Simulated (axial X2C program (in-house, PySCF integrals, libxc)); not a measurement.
**SiF⁻: cheaper levels and CCSD(T), two-component**

Computed with an in-house relativistic program for diatomic molecules. Two-component (2c) means X2C with spin–orbit coupling and atomic mean-field two-electron Coulomb and Gaunt terms. Basis: Si dyall-av3z [9s8p3d2f], F dyall-av3z [7s6p3d2f] (cores contracted in-house); Gaussian nuclei, density fitting, unrestricted open shells. Masses: Si 27.977 u, F 18.998 u.

State: Ω = 1 (⟨Sz⟩ = 1.00, ⟨Lz⟩ = 0.00 at HF); fragments Si + F-.

```csv
level,Re (Å),ωe (cm⁻¹),De (eV)
PBE0,1.697,664.8,3.66
HF,1.672,703.9,3.44
MP2,1.710,646.9,3.39
CCSD,1.700,663.9,3.46
BP86,1.719,630.8,3.57
```

Correlated methods: 12 electrons correlated (number of frozen shells: Si 2 s, 1 p; F 1 s), 198 virtual spin orbitals or spinors in MP2, 90 natural virtuals in coupled cluster.

CCSD(T), same Hamiltonian and basis:

Re = 1.706 Å, ωe = 653.1 cm⁻¹, De = 3.44 eV; T1 = 0.018 (Lee–Taylor normalisation).

Give the differences from CCSD(T) in the columns below.



```tsv
level	ΔRe (Å)	Δωe (cm⁻¹)	ΔDe (eV)
PBE0	-0.009	12	0.22
HF	-0.034	51	0.00
MP2	0.004	-6	-0.05
CCSD	-0.006	11	0.02
BP86	0.013	-22	0.13
```

One determinant describes the state; a PBE0 search over occupations chose it and may have missed a lower one. Dissociation energies refer to the lowest single-determinant-based atoms at the same level and basis. Density functionals use the spin component along the axis (collinear). Coupled cluster ran in a truncated set of natural virtual spinors; the MP2 energy of the rest was added. (T) has no such correction and the atoms are truncated less, which lowers De at CCSD(T) by a hundredth of an eV or more. In 2c an atomic determinant is not the ground J level, so De misses part of the atomic spin–orbit lowering. This holds for PBE0, MP2, CCSD, BP86, CCSD(T). PBE0 can misorder states that lie within some tenths of an eV, so this need not be the ground state of the molecule. The nearest other 2c determinant of the search, Ω = 0, lies 0.67 eV up at the distance of the search. The functionals have no current-density term, which raises determinants with orbital currents, atoms included. With several unpaired electrons one determinant need not be a pure state. Open-shell Ω = 0 determinants with evenly filled partner blocks cannot be reached by this program, so the Ω shown need not be the lowest component. This is the Ω = 1 component of a π² triplet; the 0⁺ component is not one determinant and can lie lowest. The highest occupied level of some functionals is positive through self-interaction error; at Hartree–Fock it is bound. Hartree–Fock gets electron affinities wrong, so its lowest charge split need not be the true one.
